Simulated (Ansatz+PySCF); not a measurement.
The numbers below are computed, except where a source is named.
## PySCF 2.14.0 run

```python
from pyscf import gto, scf, mp

mol = gto.M(atom="""
C 0.000000 -0.173240 0.000000
C -1.493140 0.032930 0.000000
C 0.746570 0.032940 1.293090
C 0.746570 0.032940 -1.293090
H -1.754130 1.117500 0.000000
H 0.877060 1.117510 1.519110
H 0.877060 1.117510 -1.519110
H -1.964480 -0.411050 0.897240
H -1.964480 -0.411050 -0.897240
H 1.759280 -0.411030 1.252670
H 0.205210 -0.411040 2.149910
H 0.205210 -0.411040 -2.149910
H 1.759280 -0.411030 -1.252670
""", basis='cc-pvtz', charge=0, spin=1)
mf = scf.UHF(mol)
mf.kernel()
pt = mp.MP2(mf, frozen=4).run()
print(mf.e_tot, pt.e_corr, pt.e_tot)
```

The script is written out from the run's settings.

The run gave:

```
Converged                       : yes
Reference energy                : -156.72851 hartree
Correlation energy              : -0.68075 hartree
Total energy                    : -157.40926 hartree
Spin squared of the determinant : 0.765
```
